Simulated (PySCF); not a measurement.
# SiH4 (SMILES [H][Si]([H])([H])[H]): HF/CRENBL (core potential)

Aim: the energy change on altering one bond length of SiH4 at HF/CRENBL (core potential), from 2 runs. Input form: a Python script.

The calculation is run with PySCF 2.14.0.

9 further runs of the same task are left out: 2 for a faulty analytic Hessian, 7 set aside as unsound or not needed.

### Step 1. Starting point

SiH4: 5 atoms, total charge 0, spin state singlet. SMILES: `[H][Si]([H])([H])[H]`. Geometry: relaxed at GFN2-xTB.

Bond lengths: Si1–H2 1.461 Å, Si1–H3 1.461 Å, Si1–H4 1.461 Å, Si1–H5 1.461 Å. Angles: H2–Si1–H3 109.5°, H2–Si1–H4 109.5°, H2–Si1–H5 109.5°, H3–Si1–H4 109.5°, H3–Si1–H5 109.5°, H4–Si1–H5 109.5°.

### Step 2. The polarisability at HF/CRENBL (core potential)

job.py

```python
import numpy
from pyscf import gto
from pyscf.prop.polarizability import rhf

mol = gto.Mole()
mol.atom = '''
Si
H 1 1.460962
H 1 1.460884 2 109.48843
H 1 1.460984 3 109.46807 2 120.00879
H 1 1.460734 3 109.46208 4 119.97952
'''
mol.ecp = {'Si': 'crenbl'}
mol.max_memory = 1860
mol.spin = 0
mol.basis = 'crenbl'
mol.verbose = 3
mol.build()

calc0 = mol.RHF()
calc0.kernel()

energy = calc0.e_tot
print('Final energy', energy)
pol = rhf.Polarizability(calc0)
alpha = pol.polarizability()
print('isotropic polarizability %.4f bohr^3' % (numpy.trace(alpha) / 3))
alpha_w = pol.polarizability_with_freq(freq=0.1)
beta = pol.hyper_polarizability()
```

Command:

```console
$ OMP_NUM_THREADS=1 python job.py
```

Log:

```text
converged SCF energy = -6.02242444329795
Final energy -6.022424443297948
isotropic polarizability 23.3483 bohr^3
```

It took 1.5 s on 1 thread of Intel Xeon Platinum 8488C (Sapphire Rapids), shared host; peak memory 0.12 GiB.

### Step 3. The distorted shape

input.py

```python
import numpy
from pyscf import gto
from pyscf.prop.polarizability import rhf

molecule = gto.M(
    atom='''
Si
H 1 1.460962
H 1 1.314796 2 109.48843
H 1 1.460984 3 109.46807 2 120.00879
H 1 1.460734 3 109.46208 4 119.97952
''',
    ecp={'Si': 'crenbl'},
    basis='crenbl',
    charge=0,
    max_memory=1860,
    verbose=3,
)

mf = molecule.RHF()
mf.kernel()

e_final = mf.e_tot
print('Final energy', e_final)
pol = rhf.Polarizability(mf)
alpha = pol.polarizability()
print('isotropic polarizability %.4f bohr^3' % (numpy.trace(alpha) / 3))
alpha_w = pol.polarizability_with_freq(freq=0.1)
beta = pol.hyper_polarizability()
```

Command:

```console
$ OMP_NUM_THREADS=1 python input.py
```

Log:

```text
converged SCF energy = -6.00979950978816
Final energy -6.009799509788161
isotropic polarizability 22.0906 bohr^3
```

It took 1.6 s on 1 thread of Intel Xeon Platinum 8488C (Sapphire Rapids), shared host; peak memory 0.12 GiB.

### Step 4. Summary of results

At HF/CRENBL (core potential):

| quantity | value |
| --- | --- |
| first shape: total energy | -6.02242 Eh |
| first shape: dipole moment | 0.00 D |
| first shape: HOMO energy | -13.24 eV |
| first shape: LUMO energy | 4.61 eV |
| first shape: HOMO–LUMO gap | 17.85 eV |
| first shape: mean static polarisability | 23.3 bohr³ |
| first shape: mean polarisability at ω = 0.1 Eh | 24.5 bohr³ |
| distorted shape: total energy | -6.00980 Eh |
| distorted shape: dipole moment | 0.21 D |
| distorted shape: HOMO energy | -13.18 eV |
| distorted shape: LUMO energy | 4.65 eV |
| distorted shape: HOMO–LUMO gap | 17.83 eV |
| distorted shape: mean static polarisability | 22.1 bohr³ |
| distorted shape: mean polarisability at ω = 0.1 Eh | 23.1 bohr³ |
| energy change with the Si1–H3 bond shortened from 1.461 to 1.315 Å | 0.344 eV |

With the Si1–H3 bond shortened from 1.461 to 1.315 Å the energy rises by 0.34 eV (7.9 kcal/mol). The first shape isn't relaxed at this level, so the change isn't measured from a minimum. Mulliken charges (first shape) run from -0.17 on H2 to +0.69 on Si1. Mulliken charges (distorted shape) run from -0.19 on H3 to +0.72 on Si1.
